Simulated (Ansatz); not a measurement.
Nudged elastic band run: C2H4N

The input (input.yaml):

```yaml
crystal:
  periodic: [false, false, false]
  atoms:
    - { symbol: C, position_ang: [-0.9152, 0.321833, -0.413207] }
    - { symbol: C, position_ang: [0.337892, 0.079717, 0.167277] }
    - { symbol: "N", position_ang: [0.82633, -1.132567, 0.237881] }
    - { symbol: H, position_ang: [-1.488994, -0.518724, -0.811559] }
    - { symbol: H, position_ang: [-1.328598, 1.330396, -0.47529] }
    - { symbol: H, position_ang: [0.884904, 0.95776, 0.557628] }
    - { symbol: H, position_ang: [1.744964, -1.106415, 0.691569] }
magnetization:
  spin_polarized: true
  initial_magnetization: 1
basis:
  gaussian: { orbitals: def2-SVP }
hamiltonian:
  xc: pbe0
neb:
  order_check: false
  images: 9
  f_tol: 0.05
  max_iterations: 60
  final_atoms:
    - { symbol: C, position_ang: [-0.77878448, 0.24946779, -0.35643328] }
    - { symbol: C, position_ang: [0.47877222, 0.28294673, 0.26462481] }
    - { symbol: "N", position_ang: [1.26301482, -0.73618277, 0.50704026] }
    - { symbol: H, position_ang: [-1.20692375, -0.69847073, -0.69836579] }
    - { symbol: H, position_ang: [-1.35966242, 1.16123018, -0.51408152] }
    - { symbol: H, position_ang: [0.85401986, 1.26798036, 0.58576241] }
    - { symbol: H, position_ang: [0.81086176, -1.59497156, 0.16575211] }
  initial_path:
    images:
      - { positions_ang: [[-0.9152, 0.321833, -0.413207], [0.337892, 0.079717, 0.167277], [0.82633, -1.132567, 0.237881], [-1.488994, -0.518724, -0.811559], [-1.328598, 1.330396, -0.47529], [0.884904, 0.95776, 0.557628], [1.744964, -1.106415, 0.691569]] }
      - { positions_ang: [[-0.89210643, 0.30734162, -0.39664715], [0.35643097, 0.10038385, 0.13615047], [0.89824245, -1.08750446, 0.1822928], [-1.45395523, -0.52789811, -0.7914605], [-1.34047763, 1.30778094, -0.4346927], [0.88049646, 0.99451698, 0.51938527], [1.61266741, -1.16262083, 0.73927081]] }
      - { positions_ang: [[-0.86901286, 0.29285024, -0.38008729], [0.37496994, 0.1210507, 0.10502394], [0.9701549, -1.04244192, 0.12670459], [-1.41891647, -0.53707223, -0.771362], [-1.35235726, 1.28516589, -0.3940954], [0.87608892, 1.03127397, 0.48114253], [1.48037083, -1.21882665, 0.78697263]] }
      - { positions_ang: [[-0.84591929, 0.27835886, -0.36352744], [0.39350891, 0.14171755, 0.07389741], [1.04206734, -0.99737937, 0.07111639], [-1.3838777, -0.54624634, -0.75126351], [-1.36423689, 1.26255083, -0.3534981], [0.87168138, 1.06803095, 0.4428998], [1.34807424, -1.27503248, 0.83467444]] }
      - { positions_ang: [[-0.82282572, 0.26386748, -0.34696759], [0.41204788, 0.16238439, 0.04277089], [1.11397979, -0.95231683, 0.01552819], [-1.34883894, -0.55542045, -0.73116501], [-1.37611651, 1.23993577, -0.31290079], [0.86727384, 1.10478793, 0.40465707], [1.21577766, -1.3312383, 0.88237625]] }
      - { positions_ang: [[-0.79973214, 0.2493761, -0.33040774], [0.43058685, 0.18305124, 0.01164436], [1.18589224, -0.90725429, -0.04006002], [-1.31380017, -0.56459457, -0.71106651], [-1.38799614, 1.21732072, -0.27230349], [0.8628663, 1.14154492, 0.36641434], [1.08348107, -1.38744413, 0.93007806]] }
      - { positions_ang: [[-0.79554261, 0.24939444, -0.33561284], [0.44022392, 0.20303034, 0.06224045], [1.20131675, -0.87303999, 0.06936004], [-1.29242489, -0.5913698, -0.70852637], [-1.3823294, 1.20610261, -0.3206591], [0.86109701, 1.16683201, 0.41028395], [1.02895721, -1.42894961, 0.77721287]] }
      - { positions_ang: [[-0.79135308, 0.24941278, -0.34081795], [0.449861, 0.22300944, 0.11283654], [1.21674127, -0.83882568, 0.17878009], [-1.2710496, -0.61814503, -0.70598622], [-1.37666265, 1.1948845, -0.36901471], [0.85932773, 1.19211909, 0.45415357], [0.97443334, -1.4704551, 0.62434768]] }
      - { positions_ang: [[-0.78716355, 0.24943112, -0.34602306], [0.45949807, 0.24298854, 0.16343263], [1.23216579, -0.80461138, 0.28820015], [-1.24967432, -0.64492026, -0.70344608], [-1.37099591, 1.1836664, -0.41737031], [0.85755844, 1.21740618, 0.49802318], [0.91990948, -1.51196059, 0.47148249]] }
      - { positions_ang: [[-0.78297401, 0.24944945, -0.35122817], [0.46913515, 0.26296764, 0.21402872], [1.2475903, -0.77039708, 0.3976202], [-1.22829904, -0.67169549, -0.70090593], [-1.36532916, 1.17244829, -0.46572592], [0.85578915, 1.24269327, 0.5418928], [0.86538562, -1.55346608, 0.3186173]] }
      - { positions_ang: [[-0.77878448, 0.24946779, -0.35643328], [0.47877222, 0.28294673, 0.26462481], [1.26301482, -0.73618277, 0.50704026], [-1.20692375, -0.69847073, -0.69836579], [-1.35966242, 1.16123018, -0.51408152], [0.85401986, 1.26798036, 0.58576241], [0.81086176, -1.59497156, 0.16575211]] }
```

Launched with:

```bash
$ ansatz run input.yaml --threads 1 --pin off --max-ram 2048MiB --backend cpu --events-out ev --progress --plain --runs-dir out
```

Output, in part (warnings, iteration lines, the closing report on the highest movable image, with atoms numbered from 0):

```
NEB end point (image 0): max|allowed force component| = 7.846e-3 eV/Å (the criterion of neb.relax_end_points is 1.000e-2)
NEB end point (image 10): max|allowed force component| = 1.493e-3 eV/Å (the criterion of neb.relax_end_points is 1.000e-2)
NEB iter   1: max|band force component| = 1.866e1 eV/Å  barrier→ = 2.4460 eV  barrier← = 2.4231 eV  Δτ_max = 0.1676 Å  (480 SCF iters)
NEB iter   2: max|band force component| = 1.674e0 eV/Å  barrier→ = 0.7971 eV  barrier← = 0.7742 eV  Δτ_max = 0.1889 Å  (346 SCF iters)
NEB iter   3: max|band force component| = 1.057e0 eV/Å  barrier→ = 0.7608 eV  barrier← = 0.7380 eV  Δτ_max = 0.1045 Å  (331 SCF iters)
NEB iter   4: max|band force component| = 4.160e-1 eV/Å  barrier→ = 0.7520 eV  barrier← = 0.7292 eV  CI = image 5  Δτ_max = 0.0148 Å  (336 SCF iters)
NEB iter   5: max|band force component| = 1.872e-1 eV/Å  barrier→ = 0.7504 eV  barrier← = 0.7275 eV  CI = image 5  Δτ_max = 0.0104 Å  (315 SCF iters)
NEB iter   6: max|band force component| = 5.630e-2 eV/Å  barrier→ = 0.7502 eV  barrier← = 0.7273 eV  CI = image 5  Δτ_max = 0.0025 Å  (281 SCF iters)
NEB iter   7: max|band force component| = 2.146e-2 eV/Å  barrier→ = 0.7502 eV  barrier← = 0.7273 eV  CI = image 5  Δτ_max = 0.0000 Å  (607 SCF iters)
Total energy: -3619.42770643 eV, -133.0115148752 hartree
Atom 0 at    -0.869181     0.282815    -0.348591 Å, force    -0.001628     0.001073     0.000387 eV/Å
Atom 1 at     0.404200     0.205777     0.055663 Å, force    -0.000589     0.004250     0.004512 eV/Å
Atom 2 at     1.240127    -0.898212     0.015329 Å, force     0.002835    -0.005337    -0.003800 eV/Å
Atom 3 at    -1.407745    -0.593260    -0.718015 Å, force     0.000868    -0.000438    -0.000586 eV/Å
Atom 4 at    -1.390490     1.240948    -0.334191 Å, force     0.000306    -0.001546    -0.000421 eV/Å
Atom 5 at     0.922697     1.122919     0.389010 Å, force    -0.000045     0.000284    -0.000841 eV/Å
Atom 6 at     1.161690    -1.428987     0.895093 Å, force    -0.001747     0.001715     0.000749 eV/Å
Dipole moment:    -0.093335     0.037130     0.301646 e Å
```

The forces met the threshold. A vibrational analysis at the climbing image gives one clearly imaginary mode, 556i cm⁻¹: a first-order saddle point.

Final band (atoms are numbered from 1 in the order of the input):

| image | path coordinate (Å) | energy (eV) | dihedral C1–C2–N3–H7 (°) |
| --- | --- | --- | --- |
| 0 | 0.00 | 0.00 | 180 |
| 1 | 0.22 | 0.05 | -166 |
| 2 | 0.44 | 0.24 | -148 |
| 3 | 0.65 | 0.50 | -129 |
| 4 | 0.87 | 0.70 | -110 |
| 5 | 1.09 | 0.75 | -91 |
| 6 | 1.31 | 0.70 | -71 |
| 7 | 1.54 | 0.50 | -48 |
| 8 | 1.76 | 0.22 | -24 |
| 9 | 1.98 | 0.06 | -6 |
| 10 | 2.21 | 0.02 | 0 |

Time of the run: 92 s on 1 thread of Intel(R) Xeon(R) 6975P-C (Granite Rapids) (shared host), peak memory 0.15 GiB.
